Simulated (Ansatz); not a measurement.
Stepwise reaction of `[SiH3]Cl` with hydrogen chloride, as a gas-phase model of exchange steps in deposition or etching. ΔE in kJ/mol; ΔG adds harmonic PBE0-D4 terms to CCSD(T)/CBS, at 1 bar.

Gas-phase electronic energies from Ansatz, PBE0-D4/def2-TZVP geometries. CCSD(T)/CBS adds triple-zeta CCSD(T) − MP2 to the extrapolated MP2 energy (def2 sets, frozen cores). This one scheme is used for every species. DFT in def2-TZVPP. B3LYP here is the variant with VWN-RPA as its local correlation; programs differ in this.

```json
{"step": "1", "reaction": "`[SiH3]Cl` + HCl → `Cl[SiH2]Cl` + H₂", "PBE-D4": "-79.2", "B3LYP-D4": "-77.1", "ωB97M-V": "-79.1", "CCSD(T)/CBS": "-78.4", "ΔG(500 K)": "-73.3"}
{"step": "2", "reaction": "`Cl[SiH2]Cl` + HCl → `Cl[SiH](Cl)Cl` + H₂", "PBE-D4": "-79.9", "B3LYP-D4": "-77.1", "ωB97M-V": "-79.0", "CCSD(T)/CBS": "-77.4", "ΔG(500 K)": "-69.0"}
{"step": "3", "reaction": "`Cl[SiH](Cl)Cl` + HCl → `Cl[Si](Cl)(Cl)Cl` + H₂", "PBE-D4": "-72.4", "B3LYP-D4": "-70.0", "ωB97M-V": "-71.6", "CCSD(T)/CBS": "-69.3", "ΔG(500 K)": "-56.7"}
```

**Question.** By hand: ΔE of the 3 steps together at CCSD(T)/CBS.

**Answer.** (-78.4) + (-77.4) + (-69.3) = -225.1 kJ/mol, or -75.0 kJ/mol a step.

In ΔE step 1 is the lowest and step 3 the highest. All are downhill at CCSD(T)/CBS. ΔG lies between -73.3 and -56.7 kJ/mol a step. PBE-D4 differs from CCSD(T)/CBS by -3.1 to -0.8 kJ/mol a step. Isolated molecules leave out the surface, adducts and barriers. Largest T1 diagnostic: 0.009.
